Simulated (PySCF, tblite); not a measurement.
# A complex of chloromethane and formaldehyde

A gas-phase complex of chloromethane and formaldehyde; neutral, singlet. The structure comes from a short search (6 tight-binding starts) and was relaxed by PBE0-D3(BJ)/def2-SVPD; another way of binding may lie lower. Frequencies by PBE0-D3(BJ)/def2-SVPD show no clear imaginary mode.

Parts: 1 = chloromethane (CCl), atoms 1–5; 2 = formaldehyde (C=O), atoms 6–9.

| atom | part | x (Å) | y (Å) | z (Å) |
| --- | --- | --- | --- | --- |
| C1 | 1 | -0.140 | -0.002 | 0.203 |
| Cl2 | 1 | 1.410 | 0.798 | -0.187 |
| H3 | 1 | 0.081 | -0.964 | 0.677 |
| H4 | 1 | -0.696 | -0.144 | -0.730 |
| H5 | 1 | -0.694 | 0.644 | 0.892 |
| C6 | 2 | -0.141 | 0.642 | -3.558 |
| O7 | 2 | -1.070 | 0.068 | -3.057 |
| H8 | 2 | -0.102 | 0.837 | -4.656 |
| H9 | 2 | 0.720 | 1.003 | -2.951 |

Contacts between parts, classed by geometry: H4···O7 2.366 Å (C–H hydrogen bond, 155°).

Interaction energies are complex less parts, with the parts frozen as they stand in it; counterpoise-corrected, in kcal/mol (PySCF).

(1) Give the interaction energy at each level run.

(2) What holds them together? Decompose the wB97M-D3(BJ)/def2-TZVPD energy: frozen parts, their antisymmetrised product, then relaxation.

The parts were also relaxed and run alone, at the levels used for the complex: shieldings by PBE0/pcSseg-2; core levels by delta-SCF with SCAN, pcX-2 on the ionised atom and pcseg-1 elsewhere, spin-free X2C (2p3/2 is the spin-free 2p value less a third of a first-order spin-orbit splitting).

(3) What does binding change?

(4) What are the binding energy from relaxed parts (wB97M-D3(BJ)/def2-TZVPD), and ΔH and ΔG of association at 298.15 K and 1 atm?

Answers

(1) 
```csv
level,interaction,superposition error removed
wB97M-D3(BJ)/def2-TZVPD,-3.02,-0.06
PBE0-D3(BJ)/def2-TZVPD,-3.19,-0.05
```

(2) electrostatic -4.2, Pauli repulsion +3.6, orbital relaxation -1.2, dispersion correction -1.2 kcal/mol, which sum to the value before the counterpoise correction; the Pauli term holds the exchange-correlation of the frozen density too. Of the attraction, 63 % is electrostatic, 18 % is orbital relaxation, 18 % is dispersion correction.

(3) 
```csv
property,alone,in the complex,change
C1–H4 bond (Å),1.095,1.095,0.000
shielding of H4 (ppm),28.27,26.85,-1.41
shielding of O7 (ppm),-448.9,-435.6,+13.3
shielding of C1 (ppm),153.5,151.9,-1.6
C1 1s core level (eV),292.64,292.30,-0.34
Cl2 2p3/2 core level (eV),206.24,206.11,-0.13
```

(4) -3.01 kcal/mol, -2.05 with zero-point energy; ΔH -1.6 and ΔG +5.2 kcal/mol, from harmonic vibrations by PBE0-D3(BJ)/def2-SVPD with low modes damped.
